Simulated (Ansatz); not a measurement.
# The cluster GeF2−: the relaxed shape and its frontier levels

What does the cluster GeF2− look like as a doublet, and where do its frontier electrons sit?

The runs use Ansatz 0.2.0, Gaussian basis; UKS PBE0-D4/def2-TZVPD.

The runs, in order: relaxation at PBE-D4/def2-TZVPD; a search for the lowest solution at PBE0-D4/def2-SVP; a single point at PBE0-D4/def2-TZVPD; harmonic vibrations at PBE-D4/def2-TZVPD.

## 1. Starting geometry

3 atoms, charge -1, spin multiplicity 2.

Atoms are counted from 1 here; the program's logs count them from 0.

Bond lengths: Ge1–F2 2.106 Å, Ge1–F3 2.105 Å. Angles: F2–Ge1–F3 115.3°.

Coordinates:

```csv
atom,x (Å),y (Å),z (Å)
Ge1,-0.61500,-0.37426,-0.21550
F2,-0.54236,1.72914,-0.14290
F3,1.15736,-1.35488,0.35839
```

The ion is computed in the gas phase, without counter-ions or solvent.

The start is a GFN2-xTB geometry.

## 2. Optimising with PBE-D4/def2-TZVPD

in.yaml

```yaml
crystal:
  periodic: [false, false, false]
  atoms:
    - {symbol: Ge, position_ang: [-0.615000, -0.374260, -0.215500]}
    - {symbol: F, position_ang: [-0.542360, 1.729140, -0.142900]}
    - {symbol: F, position_ang: [1.157360, -1.354880, 0.358390]}
basis:
  gaussian: {orbitals: def2-TZVPD}
total_charge: -1
magnetization: {spin_polarized: true, initial_magnetization: 1}
hamiltonian: {xc: pbe, dispersion: d4}
scf: {lower_state_search: "off"}
output: {orbitals: {seedname: orbitals}}
relax: {f_tol: 0.02, max_steps: 100}
```

The run is started by

```bash
$ ansatz run in.yaml --threads 4 --pin off --events-out ev --progress --plain --max-ram 3916MiB
```

Log (excerpt; [...] marks lines left out):

```text
Functional definition: PBE
  name "PBE"
  cite "Perdew, Burke & Ernzerhof, Phys. Rev. Lett. 77, 3865 (1996) doi:10.1103/PhysRevLett.77.3865"
  parent pbe
[...]
767 factors; their error is unknown
[...]
mean field -61943.28424914 eV, -2276.3737094899 hartree, gradient 3.5e-6 eV, S^2 0.752977; 0 other end points of the search recorded, 0 dependent functions left out
[...]
reference -61943.28428831 eV, -2276.3737109292 hartree; 26, 25 occupied and 108, 109 virtual orbitals, 767 factors
relax step   1: F+E_penalty+E_count = -61943.32620309 eV  Δ(F+E_penalty+E_count) = +0.000e0 eV  max|allowed force component| = 1.610e0 eV/Å  Δτ_max = 0.0000 Å  (17 SCF iters, accepted)
[...]
relax step   4: F+E_penalty+E_count = -61943.91152716 eV  Δ(F+E_penalty+E_count) = -1.235e-1 eV  max|allowed force component| = 3.435e-2 eV/Å  Δτ_max = 0.0737 Å  (21 SCF iters, accepted)
[...]
relax step   5: F+E_penalty+E_count = -61943.91194048 eV  Δ(F+E_penalty+E_count) = -4.133e-4 eV  max|allowed force component| = 1.522e-2 eV/Å  Δτ_max = 0.0136 Å  (20 SCF iters, accepted)
Total energy: -61943.91197783 eV, -2276.3967780936 hartree
Atom 0 at    -0.686293    -0.417372    -0.240475 Å, force     0.015223     0.009204     0.005333 eV/Å
Atom 1 at    -0.319427     1.410750    -0.075180 Å, force    -0.010036    -0.000162    -0.003380 eV/Å
Atom 2 at     1.005721    -0.993377     0.315645 Å, force    -0.005188    -0.009042    -0.001952 eV/Å
Dipole moment:    -0.195697    -0.119008    -0.068571 e Å
Checks for a lower state left out: stability, starts, cluster_reference, orbital_swaps, neighbouring_geometries, increment
```

It took 4.3 s on 4 threads of Arm Neoverse V1, shared host.

The steps of the relaxation:

```csv
step,energy from step 1 (eV),largest force component (eV/Å)
1,0.0000,1.6105
2,-0.3869,1.1764
3,-0.4618,1.7698
4,-0.5853,0.0343
5,-0.5857,0.0152
```

Distances of close pairs at the start and the end, largest changes first:

```csv
bond,before (Å),after (Å),change (Å)
Ge1–F2,2.106,1.872,-0.234
Ge1–F3,2.105,1.872,-0.233
```

Bonds by kind at the end (by distance):

```csv
bond,count,shortest (Å),longest (Å)
F–Ge,2,1.872,1.872
```

## 3. Searching for the lowest solution, PBE0-D4/def2-SVP

start.molden holds the orbitals of an earlier run on this state, given as this run's starting guess.

in.yaml

```yaml
crystal:
  periodic: [false, false, false]
  atoms:
    - {symbol: Ge, position_ang: [-0.686293, -0.417372, -0.240475]}
    - {symbol: F, position_ang: [-0.319427, 1.410750, -0.075180]}
    - {symbol: F, position_ang: [1.005721, -0.993377, 0.315645]}
basis:
  gaussian: {orbitals: def2-SVP, initial_orbitals: start.molden}
total_charge: -1
magnetization: {spin_polarized: true, initial_magnetization: 1}
hamiltonian: {xc: pbe0, dispersion: d4}
output: {orbitals: {seedname: orbitals}}
```

Same command.

Log:

```text
Functional definition: PBE0
  name "PBE0"
  cite "Adamo & Barone, J. Chem. Phys. 110, 6158 (1999) doi:10.1063/1.478522"
  cite "Perdew, Burke & Ernzerhof, Phys. Rev. Lett. 77, 3865 (1996) doi:10.1103/PhysRevLett.77.3865"
  parent pbe
  parameter a = 0.25
  parameter kappa = 0.804
  parameter beta = 0.06672455060314922
  exchange = (1 - a)*pbe_x(kappa = kappa, mu = beta*pi^2/3) + a*exact_x
  correlation = pbe_c(beta = beta)
572 factors; integrals over basis functions are off by at most 4.8e-4 eV
mean field evaluation 1: about -61929.9483 eV, gradient 9.6e0 eV
mean field evaluation 2: about -61930.3053 eV, gradient 3.1e-1 eV
mean field evaluation 4: about -61930.3232 eV, gradient 1.7e-3 eV
mean field evaluation 8: about -61929.3859 eV, gradient 1.6e1 eV
mean field evaluation 16: about -61930.3231 eV, gradient 3.7e-2 eV
mean field -61930.32316296 eV, -2275.8973983579 hartree, gradient 9.9e-6 eV, S^2 0.754116; 1 other end points of the search recorded, 0 dependent functions left out
reference -61930.32318215 eV, -2275.8973990631 hartree; 26, 25 occupied and 34, 35 virtual orbitals, 572 factors
Total energy: -61930.35993349 eV, -2275.8987496500 hartree
```

Run time: 0.9 s. Hardware: 4 threads of Arm Neoverse V1, shared host.

Report: HOMO 1.80 eV, LUMO 4.94 eV (over both spins); ⟨S²⟩ 0.754 (pure: 0.75). Doubts: highest occupied level lies above zero.

## 4. Single point, PBE0-D4/def2-TZVPD

Edit in.yaml of step 3 so:

```diff
@@ -7,3 +7,3 @@
 basis:
-  gaussian: {orbitals: def2-SVP, initial_orbitals: start.molden}
+  gaussian: {orbitals: def2-TZVPD, initial_orbitals: start.molden}
 total_charge: -1
@@ -11,2 +11,3 @@
 hamiltonian: {xc: pbe0, dispersion: d4}
+scf: {omitted_lower_state_checks: [starts]}
 output: {orbitals: {seedname: orbitals}}
```

Launched as before.

Log:

```text
Functional definition: PBE0
  name "PBE0"
  cite "Adamo & Barone, J. Chem. Phys. 110, 6158 (1999) doi:10.1063/1.478522"
  cite "Perdew, Burke & Ernzerhof, Phys. Rev. Lett. 77, 3865 (1996) doi:10.1103/PhysRevLett.77.3865"
  parent pbe
  parameter a = 0.25
  parameter kappa = 0.804
  parameter beta = 0.06672455060314922
  exchange = (1 - a)*pbe_x(kappa = kappa, mu = beta*pi^2/3) + a*exact_x
  correlation = pbe_c(beta = beta)
these checks for a lower state are left out or cut short: starts
820 factors; their error is unknown
mean field evaluation 1: about -61940.8028 eV, gradient 1.4e2 eV
mean field evaluation 2: about -61944.3518 eV, gradient 5.3e0 eV
mean field evaluation 4: about -61944.7378 eV, gradient 4.4e-3 eV
mean field evaluation 8: about -61944.9869 eV, gradient 7.4e-6 eV
mean field -61944.98687705 eV, -2276.4362799116 hartree, gradient 7.4e-6 eV, S^2 0.755518; 0 other end points of the search recorded, 0 dependent functions left out
reference -61944.98690662 eV, -2276.4362809980 hartree; 26, 25 occupied and 108, 109 virtual orbitals, 820 factors
Total energy: -61945.02365796 eV, -2276.4376315849 hartree
Checks for a lower state left out: starts
```

It took 1.8 s on 4 threads of Arm Neoverse V1, shared host.

Report: HOMO 1.13 eV, LUMO 4.14 eV (over both spins); ⟨S²⟩ 0.756 (pure: 0.75). Doubts: highest occupied level lies above zero.

Mulliken charges, from this run's orbitals:

```csv
atom,value (e)
Ge1,0.06
F2,-0.53
F3,-0.53
```

Mulliken spin populations:

```csv
atom,value (e)
Ge1,0.91
F2,0.04
F3,0.04
```

Largest Mayer bond orders: Ge1–F2 0.64; Ge1–F3 0.64.

## 5. Harmonic vibrations

in.yaml

```yaml
crystal:
  periodic: [false, false, false]
  atoms:
    - {symbol: Ge, position_ang: [-0.686293, -0.417372, -0.240475]}
    - {symbol: F, position_ang: [-0.319427, 1.410750, -0.075180]}
    - {symbol: F, position_ang: [1.005721, -0.993377, 0.315645]}
basis:
  gaussian: {orbitals: def2-TZVPD}
total_charge: -1
magnetization: {spin_polarized: true, initial_magnetization: 1}
hamiltonian: {xc: pbe, dispersion: d4}
scf: {omitted_lower_state_checks: [starts]}
phonons: {temperatures: {t_min: 298.15, t_max: 900, t_step: 200}}
```

Launched as before.

Log (excerpt; [...] marks lines left out):

```text
Functional definition: PBE
  name "PBE"
  cite "Perdew, Burke & Ernzerhof, Phys. Rev. Lett. 77, 3865 (1996) doi:10.1103/PhysRevLett.77.3865"
  parent pbe
[...]
767 factors; their error is unknown
[...]
mean field -61943.86749392 eV, -2276.3951433403 hartree, gradient 5.4e-6 eV, S^2 0.753117; 0 other end points of the search recorded, 0 dependent functions left out
[...]
reference -61943.86753127 eV, -2276.3951447129 hartree; 26, 25 occupied and 108, 109 virtual orbitals, 767 factors
[...]
767 factors; their error is unknown
mean field -61943.86748866 eV, -2276.3951431467 hartree, gradient 1.0e-6 eV, S^2 0.753119; 0 other end points of the search recorded, 0 dependent functions left out
[...]
reference -61943.86752600 eV, -2276.3951445190 hartree; 26, 25 occupied and 108, 109 virtual orbitals, 767 factors
[...]
767 factors; their error is unknown
[...]
reference -61943.86750677 eV, -2276.3951438125 hartree; 26, 25 occupied and 108, 109 virtual orbitals, 767 factors
[...]
767 factors; their error is unknown
mean field -61943.86747927 eV, -2276.3951428017 hartree, gradient 2.3e-6 eV, S^2 0.753115; 0 other end points of the search recorded, 0 dependent functions left out
[...]
reference -61943.86751663 eV, -2276.3951441746 hartree; 26, 25 occupied and 108, 109 virtual orbitals, 767 factors
Total energy: -61943.91197783 eV, -2276.3967780936 hartree
Atom 0 at    -0.686293    -0.417372    -0.240475 Å, force     0.015200     0.009244     0.005326 eV/Å
Atom 1 at    -0.319427     1.410750    -0.075180 Å, force    -0.010042    -0.000193    -0.003383 eV/Å
Atom 2 at     1.005721    -0.993377     0.315645 Å, force    -0.005159    -0.009052    -0.001943 eV/Å
Dipole moment:    -0.195694    -0.119013    -0.068570 e Å
Vibrations: 204.74 473.51 504.99 cm⁻¹, zero-point energy 0.073352 eV
Checks for a lower state left out: starts
```

Run time: 5.5 s. Hardware: 4 threads of Arm Neoverse V1, shared host.

Motions are named by where the mode's potential energy lies. The modes, unscaled (a negative number is an imaginary wavenumber):

```csv
mode,cm⁻¹,motion
1,205,bend
2,474,Ge–F stretch
3,505,Ge–F stretch
```

## 6. What came out

| quantity | value |
| --- | --- |
| point group | C2v |
| commonest bond | F–Ge, 2 of mean length 1.872 Å |
| HOMO, LUMO at PBE0-D4/def2-TZVPD (over both spins) | 1.13, 4.14 eV |
| ⟨S²⟩ | 0.756 |
| lowest, highest wavenumber | 205, 505 cm⁻¹ |

In words: The molecule keeps its bonding pattern by the stored test; the atoms moved 0.33 Å (rms), and the angle F2–Ge1–F3 went from 115° to 96°. All wavenumbers are real: a minimum at this level. Doubts on the single point: highest occupied level lies above zero. Whether this spin is the lowest isn't tested here.

The anion's highest level is positive in at least one run, so there the basis alone may hold the extra electron.
